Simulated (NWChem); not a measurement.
Everything below was run with NWChem. System: hydrogen chloride (HCl), charge 0, spin multiplicity 1, at a geometry optimised with PBE0/def2-SVP. Level: RHF/def2-TZVP.

Job file:

```
start mol
memory heap 200 mb stack 900 mb global 1100 mb
geometry units angstroms nocenter noautoz
  Cl     0.000000     0.000000     0.071399
  H      0.000000     0.000000    -1.213790
  symmetry group C2v
end
basis spherical
  * library def2-tzvp
end
scf
  rhf
  nopen 0
  maxiter 100
  thresh 1e-7
  semidirect memsize 60000000 filesize 0
end
task scf energy
```

Part of the output:

```
             Northwest Computational Chemistry Package (NWChem) 7.3.0
             --------------------------------------------------------

                                NWChem Input Module
                                -------------------

 Scaling coordinates for geometry "geometry" by  1.889725989
 (inverse scale =  0.529177249)

 Turning off AUTOSYM since
 SYMMETRY directive was detected!

                             Geometry "geometry" -> ""
                             -------------------------

 Output coordinates in angstroms (scale by  1.889725989 to convert to a.u.)

  No.       Tag          Charge          X              Y              Z
 ---- ---------------- ---------- -------------- -------------- --------------
    1 Cl                  17.0000     0.00000000     0.00000000     0.07139900
    2 H                    1.0000     0.00000000     0.00000000    -1.21379000

 Effective nuclear repulsion energy (a.u.)       6.9997589716

            Nuclear Dipole moment (a.u.)
            ----------------------------
        X                 Y               Z
 ---------------- ---------------- ----------------
     0.0000000000     0.0000000000    -0.0000132281

      Symmetry information
      --------------------

 Group name             C2v
 Group number             16
 Group order               4
 No. of unique centers     2

      Symmetry unique atoms

     1    2


 Summary of "ao basis" -> "" (spherical)
 ------------------------------------------------------------------------------
       Tag                 Description            Shells   Functions and Types
 ---------------- ------------------------------  ------  ---------------------
 *                         def2-tzvp                  on all atoms

 Summary of "ao basis" -> "ao basis" (spherical)
 ------------------------------------------------------------------------------
       Tag                 Description            Shells   Functions and Types
 ---------------- ------------------------------  ------  ---------------------
 Cl                        def2-tzvp                13       37   5s5p2d1f
 H                         def2-tzvp                 4        6   3s1p

                                 NWChem SCF Module
                                 -----------------

  ao basis        = "ao basis"
  functions       =    43
  atoms           =     2
  closed shells   =     9
  open shells     =     0
  charge          =   0.00
  wavefunction    = RHF
  use symmetry    = T
  symmetry adapt  = T

 Summary of "ao basis" -> "ao basis" (spherical)
 ------------------------------------------------------------------------------
       Tag                 Description            Shells   Functions and Types
 ---------------- ------------------------------  ------  ---------------------
 Cl                        def2-tzvp                13       37   5s5p2d1f
 H                         def2-tzvp                 4        6   3s1p

      Symmetry analysis of basis
      --------------------------

        a1         20
        a2          3
        b1         10
        b2         10

 Forming initial guess at       0.1s

      Superposition of Atomic Density Guess
      -------------------------------------

 Sum of atomic energies:        -459.97749781

      Non-variational initial energy
      ------------------------------

 Total energy =    -460.044630
 1-e energy   =    -649.103824
 2-e energy   =     182.059435
 HOMO         =      -0.447324
 LUMO         =       0.072515
[...]
     6 a1          7 a1          8 b1          9 b2         10 a1
    11 a1         12 b1         13 b2         14 a1         15 b2
    16 b1         17 a2         18 a1         19 a1

 Starting SCF solution at       0.3s

 ----------------------------------------------
         Quadratically convergent ROHF

 Convergence threshold     :          1.000E-07
 Maximum no. of iterations :          100
 Final Fock-matrix accuracy:          1.000E-09
 ----------------------------------------------

              iter       energy          gnorm     gmax       time
             ----- ------------------- --------- --------- --------
                 1     -460.0821655897  4.04D-01  2.24D-01      0.3
                 2     -460.0961059583  1.59D-01  7.21D-02      0.3
                 3     -460.0979097797  7.52D-03  2.06D-03      0.3
                 4     -460.0979131382  1.37D-05  3.94D-06      0.3
                 5     -460.0979131382  3.20D-09  1.07D-09      0.3

       Final RHF  results
       ------------------

         Total SCF energy =   -460.097913138225
      One-electron energy =   -649.757217046659
      Two-electron energy =    182.659544936800
 Nuclear repulsion energy =      6.999758971634

        Time for solution =      0.1s

       Symmetry analysis of molecular orbitals - final
       -----------------------------------------------

  Numbering of irreducible representations:

     1 a1          2 a2          3 b1          4 b2

  Orbital symmetries:

     1 a1          2 a1          3 a1          4 b2          5 b1
     6 a1          7 a1          8 b2          9 b1         10 a1
    11 a1         12 b2         13 b1         14 a1         15 b1
    16 b2         17 a1         18 a2         19 a1

             Final eigenvalues
             -----------------

              1
    1 -104.8448
    2  -10.5727
    3   -8.0399
    4   -8.0381
    5   -8.0381
    6   -1.1135
    7   -0.6224
    8   -0.4748
    9   -0.4748
   10    0.1263
   11    0.3241
   12    0.4921
   13    0.4921
   14    0.5119
   15    0.5931
   16    0.5931
   17    0.6331
   18    0.6331
   19    0.8443

                       ROHF Final Molecular Orbital Analysis
                       -------------------------------------

 Vector    7  Occ=2.000000D+00  E=-6.224253D-01  Symmetry=a1
              MO Center= -8.6D-17, -2.4D-17, -1.8D-01, r^2= 1.3D+00
   Bfn.  Coefficient  Atom+Function         Bfn.  Coefficient  Atom+Function
  ----- ------------  ---------------      ----- ------------  ---------------
    17      0.419415  1 Cl pz                39     -0.263652  2 H  s
     5      0.231157  1 Cl s                 14      0.204423  1 Cl pz
     4      0.202802  1 Cl s                 20      0.194573  1 Cl pz
     8     -0.163355  1 Cl pz                38     -0.152833  2 H  s

 Vector    8  Occ=2.000000D+00  E=-4.747719D-01  Symmetry=b2
              MO Center=  2.6D-32, -2.0D-16,  4.6D-02, r^2= 1.2D+00
   Bfn.  Coefficient  Atom+Function         Bfn.  Coefficient  Atom+Function
  ----- ------------  ---------------      ----- ------------  ---------------
    16      0.546424  1 Cl py                19      0.367117  1 Cl py
    13      0.256807  1 Cl py                 7     -0.200259  1 Cl py

 Vector    9  Occ=2.000000D+00  E=-4.747719D-01  Symmetry=b1
              MO Center= -2.6D-17,  2.2D-32,  4.6D-02, r^2= 1.2D+00
   Bfn.  Coefficient  Atom+Function         Bfn.  Coefficient  Atom+Function
  ----- ------------  ---------------      ----- ------------  ---------------
    15      0.546424  1 Cl px                18      0.367117  1 Cl px
    12      0.256807  1 Cl px                 6     -0.200259  1 Cl px

 Vector   10  Occ=0.000000D+00  E= 1.263069D-01  Symmetry=a1
              MO Center=  2.9D-16,  1.1D-15, -1.1D+00, r^2= 3.4D+00
   Bfn.  Coefficient  Atom+Function         Bfn.  Coefficient  Atom+Function
  ----- ------------  ---------------      ----- ------------  ---------------
    40      1.624209  2 H  s                  5     -0.957548  1 Cl s
    20      0.798887  1 Cl pz                17      0.167632  1 Cl pz

 Vector   11  Occ=0.000000D+00  E= 3.240963D-01  Symmetry=a1
              MO Center=  6.0D-15,  3.8D-15, -5.6D-01, r^2= 2.9D+00
   Bfn.  Coefficient  Atom+Function         Bfn.  Coefficient  Atom+Function
  ----- ------------  ---------------      ----- ------------  ---------------
    39      1.261608  2 H  s                 40     -0.890035  2 H  s
    20      0.677940  1 Cl pz                 5     -0.164072  1 Cl s

 Vector   12  Occ=0.000000D+00  E= 4.921415D-01  Symmetry=b2
              MO Center=  4.3D-31, -5.2D-15,  6.1D-02, r^2= 3.3D+00
   Bfn.  Coefficient  Atom+Function         Bfn.  Coefficient  Atom+Function
  ----- ------------  ---------------      ----- ------------  ---------------
    19      1.385932  1 Cl py                16     -1.182433  1 Cl py
     7      0.151267  1 Cl py

 center of mass
 --------------
 x =   0.00000000 y =   0.00000000 z =   0.06688993

 moments of inertia (a.u.)
 ------------------
           5.777994518185           0.000000000000           0.000000000000
           0.000000000000           5.777994518185           0.000000000000
           0.000000000000           0.000000000000           0.000000000000

  Mulliken analysis of the total density
  --------------------------------------

    Atom       Charge   Shell Charges
 -----------   ------   -------------------------------------------------------
    1 Cl  17    17.25   2.01  0.45  1.52  1.09  0.87  4.18  1.69  1.08  2.80  1.52  0.01  0.03  0.00
    2 H    1     0.75   0.22  0.45  0.05  0.04

       Multipole analysis of the density wrt the origin
       ------------------------------------------------

     L   x y z        total         open         nuclear
     -   - - -        -----         ----         -------
     0   0 0 0     -0.000000      0.000000     18.000000

     1   1 0 0     -0.000000      0.000000      0.000000
     1   0 1 0     -0.000000      0.000000      0.000000
     1   0 0 1     -0.514502      0.000000     -0.000013

     2   2 0 0    -10.426984      0.000000      0.000000
     2   1 1 0     -0.000000      0.000000      0.000000
     2   1 0 1     -0.000000      0.000000      0.000000
     2   0 2 0    -10.426984      0.000000      0.000000
     2   0 1 1     -0.000000      0.000000      0.000000
     2   0 0 2     -7.597414      0.000000      5.570678

 Task  times  cpu:        0.3s     wall:        0.3s

 Total times  cpu:        0.3s     wall:        0.3s
```
